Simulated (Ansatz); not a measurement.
This geometry of AlH3O + H4Si (10 atoms, charge 0, multiplicity 1) is a first-order saddle point.

All numbers below come from RKS PBE-D4/def2-SVP in Ansatz 0.2.0.

```xyz
10
Properties=species:S:1:pos:R:3
Al 0.315 -1.240 -0.285
O 1.471 -0.063 -1.203
H -0.854 -1.817 -1.211
H 1.054 -2.005 0.899
H 0.643 0.587 -0.461
Si -0.699 0.940 0.836
H 1.271 0.140 -2.138
H 0.012 1.689 1.932
H -1.640 1.871 0.118
H -1.573 -0.102 1.515
```

Task: Which two structures does it join? (They come from a converged band through this point; their orientation in space is the band's.)

Result: Bonds broken: H5–Si6. Bonds formed: Al1–Si6, O2–H5. AlH3O + H4Si becomes AlH7OSi.

Image 0:

```xyz
10
Properties=species:S:1:pos:R:3
Al 0.597 -1.182 -0.655
O 1.834 -0.677 -1.753
H -0.949 -1.136 -1.092
H 1.132 -1.934 0.645
H 0.417 0.664 0.408
Si -0.883 1.047 1.104
H 1.634 -0.291 -2.620
H -0.508 2.023 2.182
H -1.787 1.682 0.090
H -1.486 -0.194 1.689
```

Image 6:

```xyz
10
Properties=species:S:1:pos:R:3
Al 0.070 -1.227 -0.168
O 1.106 -0.026 -1.487
H -0.916 -1.992 -1.180
H 1.358 -1.978 0.441
H 0.599 0.758 -1.783
Si -0.879 0.662 1.118
H 1.935 0.322 -1.100
H 0.161 1.411 1.930
H -1.423 1.716 0.163
H -2.012 0.355 2.067
```

Task: How far does it lie above each of them?

Result: 1.09 eV above the first and 0.72 eV above the second. This is the barrier of this one path; another mechanism may lie lower. The orbitals stay closed-shell, which can raise the energy where a bond breaks towards radicals; this wasn't checked here.

The run took 120 s on 2 threads of Intel(R) Xeon(R) Platinum 8259CL CPU @ 2.50GHz (Skylake/Cascade Lake) (shared host), peak memory 0.13 GiB.
